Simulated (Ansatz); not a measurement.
A made-up structure of SiH4S2, closed shell:

| atom | x (Å) | y (Å) | z (Å) |
| --- | --- | --- | --- |
| Si1 | -0.6615 | 0.4647 | -0.1332 |
| S2 | 0.3663 | -0.0440 | 1.5114 |
| S3 | 0.9746 | -1.5001 | 0.3340 |
| H4 | -1.6070 | -0.7332 | -0.5989 |
| H5 | 0.1564 | 1.0098 | -1.3841 |
| H6 | -1.2285 | 1.5046 | 0.5245 |
| H7 | 1.9998 | -0.7017 | -0.2536 |

It is relaxed with PBE-D4/def2-SVP and then PBE0-D4/def2-TZVP (Ansatz 0.2.0). Atoms count as bonded within 1.22 times the sum of their covalent radii (H–H: 0.88 Å). The end point is not checked to be a true minimum.

Question: Does its bonding change? (Judge from chemistry; the calculation decides.)

Answer: By the calculation: Yes. Formed: none; broken: Si1–S3.

Where it ends: The first stage lowers the energy by 1.53 eV in 10 steps. It ends as SiH₄S₂ ([SiH3][S][SH]):
```
7
angstrom
Si -0.8183 0.5747 -0.1493
S 0.4670 -0.1293 1.4150
S 1.3238 -1.6851 0.3618
H -1.7347 -0.5059 -0.5852
H -0.0072 1.0413 -1.3012
H -1.5862 1.7081 0.4304
H 2.3555 -1.0039 -0.1715
```

Labels in which every atom is bracketed show which atoms are joined, not bond orders.

For scale, one of the runs: PBE0-D4/def2-TZVP relaxation, 135 basis functions, launched by `ansatz run in.yaml --threads 2 --pin off --events-out ev --progress --plain --max-ram 4352MiB`. The run took about 38 s on 2 CPU threads of an Intel Xeon (shared host).
